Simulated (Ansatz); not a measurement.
**How far each method lies from UCCSDT(Q) for H2Si–BH2, doublet**

Geometry: displaced at random from a stationary point.

```yaml
atoms:
  - { symbol: Si, position_ang: [0.0035, 0.0040, 0.5697] }
  - { symbol: B, position_ang: [0.0027, -0.0122, -1.3638] }
  - { symbol: H, position_ang: [0.0506, 1.2659, 1.3629] }
  - { symbol: H, position_ang: [-0.0521, -1.2344, 1.3927] }
  - { symbol: H, position_ang: [-0.0945, 1.0375, -2.0202] }
  - { symbol: H, position_ang: [-0.0308, -1.0495, -1.9830] }
```

Basis cc-pVDZ; Ansatz 0.2.0. Correlated methods freeze the noble-gas cores, which leaves 11 electrons in 46 orbitals. Prefix R: restricted or restricted open-shell reference; prefix U: unrestricted. Active spaces: frontier = (9e, 9o) about the gap.

Full CI isn't at hand for all of this; UCCSDT(Q) serves as the reference, and is uncertain by about the last step of the cluster series. The frozen core follows each run's orbitals, which can shift R against U totals by a few meV.

For open shells CISD is restricted-active-space CI with the open shells as a complete middle space.

The UHF ⟨S²⟩ is 0.762. The T1 diagnostic (RCCSD) is 0.0162, the largest doubles amplitude (RCCSD) is 0.033 and the T1 diagnostic (UCCSD) is 0.0154.

Task: From what is known of these methods and the diagnostics, rank them by the size of their error in total energy against UCCSDT(Q) in cc-pVDZ, smallest first (an estimate: the text doesn't fix the numbers).
A. CISD
B. RCCSDT
C. UHF
D. UCCSD
E. MRCISD+Q (frontier space)

Result: B (0.23 mEh), E (1.25 mEh), D (6.83 mEh), A (23.70 mEh), C (222.07 mEh).

All errors are against UCCSDT(Q) in cc-pVDZ. Within each family the higher level lies nearer, as is usual though not guaranteed.
